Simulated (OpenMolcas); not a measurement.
# quartet C2H6B: levels of theory compared

Aim: a comparison of 5 runs (UHF/3-21G, UHF/def2-SVPD, U-revPBE/def2-SVPD, UBLYP/def2-SVPD, UTPSS/def2-SVPD) of quartet C2H6B. 

The calculation is run with OpenMolcas 26.06.

## Step 1: The system as given

C2H6B has 9 atoms, charge 0, and is taken as a quartet. As SMILES of the parent species, `[BH]CC`. The shape is that of a PBE0-D4/def2-TZVP optimisation. This is one conformer, not always the lowest. That shape belongs to the parent species and isn't relaxed for this state.

Bond lengths: B1–C2 1.537 Å, C2–C3 1.524 Å, B1–H4 1.197 Å, C2–H5 1.103 Å, C2–H6 1.103 Å, C3–H7 1.093 Å, C3–H8 1.092 Å, C3–H9 1.092 Å. Some angles: B1–C2–C3 119.1°, B1–C2–H5 105.7°, B1–C2–H6 105.7°, C3–C2–H5 110.9°, C3–C2–H6 110.9°, C2–B1–H4 127.6°, C2–C3–H7 111.8°, C2–C3–H8 110.9°, C2–C3–H9 110.9°, H5–C2–H6 103.0°.

## Step 2: A single-point energy at UHF/3-21G (run 1)

The input, mol.xyz:

```xyz
9

B     -1.415300     0.517300    -0.623600
C      0.077500     0.346900    -0.300600
C      0.504700    -0.731500     0.688600
H     -1.915600     1.307200    -1.370300
H      0.580700     0.211000    -1.273200
H      0.428600     1.341200     0.024500
H      1.588300    -0.746200     0.828800
H      0.197300    -1.721000     0.344100
H      0.042200    -0.571000     1.664600
```

The input, calc.input:

```
* C2H6B Hartree-Fock
>>> EXPORT MOLCAS_PRINT=2

&GATEWAY
 BasLib
 $CurrDir
 Coord
 mol.xyz
 Basis
 3-21G
 Group
 NoSym

&SEWARD

&SCF
 UHF
 Spin
 4
 Thresholds
 1e-10 1e-07 1e-07 1e-05
 PrOrbitals
 1 2
```

The basis set 3-21G is read from a file made from the Basis Set Exchange's data (not shown).

On the command line:

```console
$ export MOLCAS_MEM=1860
$ pymolcas calc.input > calc.log
```

What it wrote:

```text
--- Start Module: gateway ---
[...]
--- Stop Module: gateway /rc=_RC_ALL_IS_WELL_ ---
--- Start Module: seward ---
[...]
      Basis functions           39
--- Stop Module: seward /rc=_RC_ALL_IS_WELL_ ---
[...]
--- Start Module: scf ---
[...]
       Convergence after  23 Iterations
[...]
::    Total SCF energy                               -103.0536666961
[...]
      Total spin, S                                     1.5012219353
[...]
      Total electronic charge=   23.000000
      Total            charge=   -0.000000
[...]
      Dipole Moment (debye):
      Origin of the operator (angstrom)=   -0.1867    0.0219   -0.0485
                   X=  3.5683E+00               Y= -1.9363E-01               Z=  5.8634E-01           Total=  3.6213E+00
      Quadrupole Moment (debye*angstrom):
[...]
--- Stop Module: scf /rc=_RC_ALL_IS_WELL_ ---
[...]
```

Wall time 4.2 s (1 thread of AMD EPYC 7R43 (Zen 3), shared host); peak memory 0.37 GiB.

## Step 3: A single-point energy at UHF/def2-SVPD (run 2)

The input, job.input:

```
>>> EXPORT MOLCAS_PRINT=2

&GATEWAY
  BASLIB = $CurrDir
  BASISSET
  B.def2-SVPD....
  B1 -1.415300 0.517300 -0.623600 angstrom
  End of Basis
  BASISSET
  C.def2-SVPD....
  C2 0.077500 0.346900 -0.300600 angstrom
  C3 0.504700 -0.731500 0.688600 angstrom
  End of Basis
  BASISSET
  H.def2-SVPD....
  H4 -1.915600 1.307200 -1.370300 angstrom
  H5 0.580700 0.211000 -1.273200 angstrom
  H6 0.428600 1.341200 0.024500 angstrom
  H7 1.588300 -0.746200 0.828800 angstrom
  H8 0.197300 -1.721000 0.344100 angstrom
  H9 0.042200 -0.571000 1.664600 angstrom
  End of Basis

&SEWARD

&SCF
  UHF
  SPIN = 4
  THRESHOLDS = 1e-10 1e-07 1e-07 1e-05
  PRORBITALS = 0
```

The basis set def2-SVPD is read from a file made from the Basis Set Exchange's data (not shown).

On the command line:

```console
$ export MOLCAS_MEM=1860
$ pymolcas job.input > job.log
```

What it wrote:

```text
--- Start Module: gateway ---
[...]
--- Stop Module: gateway /rc=_RC_ALL_IS_WELL_ ---
--- Start Module: seward ---
[...]
      Basis functions          108
--- Stop Module: seward /rc=_RC_ALL_IS_WELL_ ---
[...]
--- Start Module: scf ---
[...]
       Convergence after  24 Iterations
[...]
::    Total SCF energy                               -103.5659032823
[...]
      Total spin, S                                     1.5021399493
[...]
      Total electronic charge=   23.000000
      Total            charge=   -0.000000
[...]
      Dipole Moment (debye):
      Origin of the operator (angstrom)=   -0.1867    0.0219   -0.0485
                   X=  3.8894E+00               Y= -2.9864E-01               Z=  7.1534E-01           Total=  3.9658E+00
      Quadrupole Moment (debye*angstrom):
[...]
--- Stop Module: scf /rc=_RC_ALL_IS_WELL_ ---
[...]
```

Wall time 32 s (1 thread of AMD EPYC 7R43 (Zen 3), shared host); peak memory 0.62 GiB.

Runs 3 to 4 aren't shown in full; the table further down has their settings and results.

## Step 4: A single-point energy at UTPSS/def2-SVPD (run 5)

The input, mol.input:

```
&GATEWAY
BasLib=$CurrDir
BasisSet
B.def2-SVPD....
B1 -1.415300 0.517300 -0.623600 angstrom
End of Basis
BasisSet
C.def2-SVPD....
C2 0.077500 0.346900 -0.300600 angstrom
C3 0.504700 -0.731500 0.688600 angstrom
End of Basis
BasisSet
H.def2-SVPD....
H4 -1.915600 1.307200 -1.370300 angstrom
H5 0.580700 0.211000 -1.273200 angstrom
H6 0.428600 1.341200 0.024500 angstrom
H7 1.588300 -0.746200 0.828800 angstrom
H8 0.197300 -1.721000 0.344100 angstrom
H9 0.042200 -0.571000 1.664600 angstrom
End of Basis
&SEWARD
GridInput
Grid=UltraFine
End of Grid
&SCF
UHF
Spin=4
KSDFT=2
1.0 MGGA_X_TPSS
1.0 MGGA_C_TPSS
Thresholds=1e-10 1e-07 1e-07 1e-05
PrOrbitals=0
```

The basis set def2-SVPD is read from a file made from the Basis Set Exchange's data (not shown).

On the command line:

```console
$ export MOLCAS_MEM=1860
$ pymolcas mol.input > mol.log
```

What it wrote:

```text
--- Start Module: gateway ---
[...]
--- Stop Module: gateway /rc=_RC_ALL_IS_WELL_ ---
--- Start Module: seward ---
[...]
      Basis functions          108
--- Stop Module: seward /rc=_RC_ALL_IS_WELL_ ---
[...]
--- Start Module: scf ---
[...]
       Convergence after  22 Iterations
[...]
::    Total KS-DFT energy                            -104.3435208742
[...]
      Total spin, S                                     1.5008561799
[...]
      Total electronic charge=   23.000000
      Total            charge=   -0.000000
[...]
      Dipole Moment (debye):
      Origin of the operator (angstrom)=   -0.1867    0.0219   -0.0485
                   X=  3.2435E+00               Y= -1.5828E-01               Z=  5.1753E-01           Total=  3.2883E+00
      Quadrupole Moment (debye*angstrom):
[...]
--- Stop Module: scf /rc=_RC_ALL_IS_WELL_ ---
[...]
```

It took 3.4 min on 1 thread of AMD EPYC 7R43 (Zen 3), shared host; peak memory 0.62 GiB.

## Step 5: Overview of the runs

```csv
run,level,integration grid,energy (Eh),dipole moment (D),HOMO energy (eV),⟨S²⟩,wall time
1,UHF/3-21G,–,-103.053667,3.62,-6.74,3.755,4.2 s
2,UHF/def2-SVPD,–,-103.565903,3.97,-6.97,3.759,32 s
3,U-revPBE/def2-SVPD,UltraFine,-104.288144,3.26,-2.83,3.753,2.4 min
4,UBLYP/def2-SVPD,UltraFine,-104.240693,3.23,-2.60,3.753,2.4 min
5,UTPSS/def2-SVPD,UltraFine,-104.343521,3.29,-2.91,3.753,3.4 min
```

## Step 6: Results

```
                                 quantity          value
                      run 5: total energy  -104.34352 Eh
                     run 5: dipole moment         3.29 D
run 5: HOMO energy (highest over α and β)       -2.91 eV
                              run 5: ⟨S²⟩          3.753
```

What this shows: The dipole moment (its size) runs from 3.23 D (UBLYP/def2-SVPD) to 3.97 D (UHF/def2-SVPD). Totals of different functionals can't be ranked against each other. All runs together took 8.9 min, the longest 3.4 min.
